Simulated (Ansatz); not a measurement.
**H2S ··· CH3Cl**

The pair of H2S (SMILES S, atoms 1–3) and CH3Cl (SMILES CCl, atoms 4–8), both closed shells, in one local arrangement (a lower one may exist), relaxed at PBE0-D4/def2-TZVP:

S1  (0.236, 0.265, -2.495)
H2  (-0.106, -0.750, -1.683)
H3  (-1.025, 0.719, -2.548)
C4  (0.239, 0.085, 1.385)
Cl5  (-0.468, -1.476, 0.916)
H6  (1.158, -0.105, 1.934)
H7  (-0.477, 0.610, 2.013)
H8  (0.443, 0.652, 0.479)
(Å)

Program: Ansatz 0.2.0. Basis: def2-TZVPPD, with def2-QZVPPD for the basis limit. Cores are frozen in the correlated methods. B3LYP uses VWN-RPA correlation. Extrapolation: Hartree–Fock as exp(−7.88 √X), correlation as X^−2.97. Interaction energies count from these two fragments, frozen as in the pair, with the counterpoise correction; negative means bound.

Question: What is the interaction energy by CCSD(T) at an estimated basis limit (MP2 extrapolated from triple and quadruple zeta, plus CCSD(T) − MP2 in triple zeta)? (To be estimated.)

Answer: By the calculation: -9.9 kJ/mol. Hartree–Fock alone gives 0.7 kJ/mol at the basis limit, so without correlation the pair would not bind at this distance. It counts from the two fragments frozen as in the pair.

The same quantity by other methods in triple zeta, and each one's difference from that estimate:
```tsv
method	E_int (kJ/mol)	difference
PBE-D4	-11.9	-2.0
revPBE-D4	-10.2	-0.2
BLYP-D4	-10.0	-0.1
r2SCAN-D4	-9.9	0.0
B97M-V	-10.3	-0.4
PBE0-D4	-11.0	-1.1
B3LYP-D4	-10.2	-0.3
HSE06-D4	-11.0	-1.1
wB97X-V	-9.6	0.4
wB97M-V	-9.5	0.5
B2PLYP	-5.8	4.1
HF	0.7	10.7
MP2	-9.3	0.6
CCSD	-6.5	3.4
CCSD(T)	-8.0	1.9
```
Differences are method less estimate.

Question: Which atoms make the shortest contact between the fragments?

Answer: H2 and H8, 2.63 Å apart.

Basis-set superposition shift (counterpoise-corrected less uncorrected): CCSD(T) 2.1; MP2 1.9; HF 0.3; PBE0-D4 0.3; wB97M-V 0.4 kJ/mol.

The T1 diagnostic stays at or below 0.011.

For scale, one of the runs: CCSD(T)/def2-TZVPPD, 224 basis functions, launched by `ansatz run in.yaml --threads 4 --pin off --events-out ev --progress --plain --max-ram 9574MiB`. Hardware: 4 CPU threads of an AMD EPYC 9R45, shared host. Wall time 13 s; peak host memory 3.4 GiB.
